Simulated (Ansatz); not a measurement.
Predict the output of the script below (Ansatz 0.2.0 through its Python package).

`run_composite.py`:
```python
'''A composite energy for BCl2(+): DFT geometry, MP2 basis limit, coupled-cluster correction.'''

import logging
import sys

import ansatz as az
import numpy as np

logging.basicConfig(stream=sys.stdout, format='%(name)s: %(message)s')
logger = logging.getLogger('bcl2')
logger.setLevel(logging.INFO)

params = {
    'basis': 'def2-SVP',
    'xc': 'pbe0',
    'charge': 1,
}

GEOMETRY = '''
Cl   -1.23838    0.76648   -0.59130
B     0.00074    0.00136    0.00055
Cl    1.23764   -0.76784    0.59074
'''

molecule = az.Crystal.molecule()
for line in GEOMETRY.strip().splitlines():
    symbol, *xyz = line.split()
    molecule = molecule.atom(symbol, [float(v) for v in xyz])

base = (
    molecule.calculation()
    .basis(gaussian=params['basis'])
    .functional(params['xc'])
    .charge(params['charge'])
)
symbols = [site.symbol for site in molecule.cartesian_sites]
start = np.array([site.position_ang for site in molecule.cartesian_sites], dtype=float)
rep = base.relax(force_tolerance=0.01, max_steps=100).run(threads=1, pin='off').report
end = np.array(rep['positions_ang'])
logger.info('final positions (A) and the move of each atom')
for symbol, xyz, old in zip(symbols, end, start):
    logger.info(f'{symbol:2s} {xyz[0]:10.5f} {xyz[1]:10.5f} {xyz[2]:10.5f}   {np.linalg.norm(xyz - old):7.4f}')

minimum = az.Crystal.molecule()
for symbol, place in zip(symbols, end):
    minimum = minimum.atom(symbol, place.tolist())
at_minimum = minimum.calculation().charge(params['charge'])
# MP2 extrapolated to the basis limit, plus the small-basis difference CCSD(T) - MP2
level = lambda method, basis: at_minimum.basis(gaussian=basis).correlation(method).run(threads=1, pin='off').report
small, large, cluster = level('mp2', 'cc-pVDZ'), level('mp2', 'cc-pVTZ'), level('ccsd_t', 'cc-pVDZ')
corr = lambda each: (each['free_energy_ev'] - each['reference_energy_ev']) / 27.211386246
mp2_limit = (27 * corr(large) - 8 * corr(small)) / 19
pieces = {'HF / cc-pVTZ': large['reference_energy_ev'] / 27.211386246, 'MP2 correlation, DZ-TZ limit': mp2_limit, 'CCSD(T) - MP2 / cc-pVDZ': corr(cluster) - corr(small)}
for name, value in pieces.items():
    logger.info(f'{name:32s} {value:14.6f} Ha')
logger.info(f'{"sum":32s} {sum(pieces.values()):14.6f} Ha')
print('T1 diagnostic', round(cluster['correlation']['coupled_cluster']['t1_diagnostic'], 4))
```

```console
$ python run_composite.py
bcl2: final positions (A) and the move of each atom
bcl2: Cl   -1.27414    0.78954   -0.60827    0.0458
bcl2: B     0.00001    0.00001    0.00000    0.0016
bcl2: Cl    1.27414   -0.78956    0.60826    0.0459
bcl2: HF / cc-pVTZ                        -943.487418 Ha
bcl2: MP2 correlation, DZ-TZ limit          -0.491023 Ha
bcl2: CCSD(T) - MP2 / cc-pVDZ               -0.036608 Ha
bcl2: sum                                 -944.015049 Ha
T1 diagnostic 0.0164
```

Caveats:
- Total energies depend on the basis set; only differences at equal settings carry meaning.
- The sum leaves out core correlation, relativity, the Hartree-Fock basis error and zero-point energy; a DZ-TZ extrapolation is rough.
- Inner cores stay frozen, so this is valence correlation.
- For Al to Cl the sets with a tight d function, cc-pV(X+d)Z, are usual.
- An extrapolation from small basis sets is rough.
- Wall time of the script: 7.7 s on 1 thread of Arm Neoverse V1, with other jobs on the host, peak memory 0.2 GiB.
